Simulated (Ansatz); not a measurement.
Relaxation of Si(SH)2H2 (SiH4S2) with RKS r2SCAN-D4/def2-TZVP.

```sh
$ ansatz run in.yaml --threads 4 --pin off --events-out ev --progress --plain --max-ram 3916MiB
```

```yaml
crystal:
  periodic: [false, false, false]
  atoms:
    - {symbol: Si, position_ang: [-0.583400, 0.014250, -0.409250]}
    - {symbol: S, position_ang: [-0.603500, 0.007430, 1.739450]}
    - {symbol: H, position_ang: [0.303320, 0.958540, 1.913240]}
    - {symbol: S, position_ang: [1.430050, -0.028830, -1.160560]}
    - {symbol: H, position_ang: [1.870060, -1.011260, -0.387070]}
    - {symbol: H, position_ang: [-1.124790, 1.256010, -0.923000]}
    - {symbol: H, position_ang: [-1.291740, -1.196140, -0.772830]}
basis:
  gaussian: {orbitals: def2-TZVP}
hamiltonian: {xc: r2scan, dispersion: d4}
scf: {lower_state_search: "off"}
output: {orbitals: {seedname: orbitals}}
relax: {f_tol: 0.02, max_steps: 100}
```

It took 6.5 s on 4 threads of Arm Neoverse V1 on a shared host.

Positions (Å) and forces (eV/Å) at steps 1, 2, 3, 4, 5 of 5:

```xyz
7
step=1 energy=-29613.8577 eV
Si   -0.583    0.014   -0.409    1.162   -0.027    0.805
S    -0.604    0.007    1.739   -0.482   -0.543   -0.044
H     0.303    0.959    1.913    0.325    0.412   -0.086
S     1.430   -0.029   -1.161   -0.195    0.558   -0.422
H     1.870   -1.011   -0.387    0.018   -0.420    0.326
H    -1.125    1.256   -0.923   -0.320    0.380   -0.411
H    -1.292   -1.196   -0.773   -0.508   -0.360   -0.169
7
step=2 energy=-29613.8728 eV
Si   -0.486    0.012   -0.341    0.017   -0.002    0.010
S    -0.575   -0.083    1.801    0.438    0.712   -0.357
H     0.158    1.071    1.851   -0.271   -0.448    0.252
S     1.501    0.060   -1.152   -0.212   -0.718    0.520
H     1.760   -1.118   -0.506    0.157    0.453   -0.332
H    -1.078    1.226   -0.929   -0.152    0.177    0.085
H    -1.280   -1.167   -0.725    0.022   -0.175   -0.178
7
step=3 energy=-29613.9283 eV
Si   -0.523    0.013   -0.367    0.218   -0.005    0.151
S    -0.586   -0.033    1.773    0.153    0.232   -0.028
H     0.206    1.058    1.933   -0.196   -0.258   -0.071
S     1.469    0.011   -1.154    0.017   -0.235    0.150
H     1.853   -1.109   -0.488   -0.125    0.266   -0.154
H    -1.122    1.240   -0.930   -0.016    0.062   -0.047
H    -1.297   -1.180   -0.767   -0.051   -0.061   -0.001
7
step=4 energy=-29613.9347 eV
Si   -0.502    0.012   -0.352   -0.010    0.000   -0.007
S    -0.590   -0.032    1.778    0.011   -0.002    0.036
H     0.162    1.073    1.934   -0.002    0.002    0.005
S     1.472    0.010   -1.159    0.038    0.001   -0.002
H     1.838   -1.122   -0.530    0.004   -0.002   -0.003
H    -1.101    1.239   -0.920   -0.015    0.041   -0.021
H    -1.280   -1.181   -0.750   -0.026   -0.040   -0.008
7
step=5 energy=-29613.9350 eV
Si   -0.503    0.012   -0.353    0.010    0.000    0.007
S    -0.585   -0.033    1.781   -0.007   -0.002   -0.002
H     0.157    1.077    1.937    0.003    0.002   -0.001
S     1.476    0.011   -1.155   -0.004    0.002   -0.005
H     1.839   -1.126   -0.536    0.000   -0.002    0.003
H    -1.101    1.241   -0.923   -0.001    0.012   -0.001
H    -1.282   -1.182   -0.750   -0.001   -0.011   -0.001
```
